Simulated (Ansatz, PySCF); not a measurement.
Species: HO$_{2}$ (charge 0, doublet). It need not be the lowest isomer of its formula. 
Coordinates optimised at B3LYP-D3(BJ)/def2-TZVP (Ansatz, an electronic-structure program):
```xyz
3

O      0.0587     0.7153    -0.0516
O      0.0423    -0.6096    -0.0011
H     -0.8076    -0.8455     0.4215
```
Charge 0, spin multiplicity 2.

Dipole moments at this geometry, in debye (magnitudes).

```tsv
level	program	dipole (D)
SVWN5/def2-TZVPD	Ansatz	[?]
PBE/def2-TZVPD	Ansatz	2.23
B3LYP/def2-TZVPD	PySCF	2.20
r2SCAN0/def2-TZVPD	Ansatz	2.14
HSE06/def2-TZVPD	Ansatz	2.18
CCSD(T)/aug-cc-pVDZ	Ansatz	[?]
```

Q: What belongs in the gaps?

A: 
- SVWN5/def2-TZVPD, dipole (D): 2.33
- CCSD(T)/aug-cc-pVDZ, dipole (D): 2.18
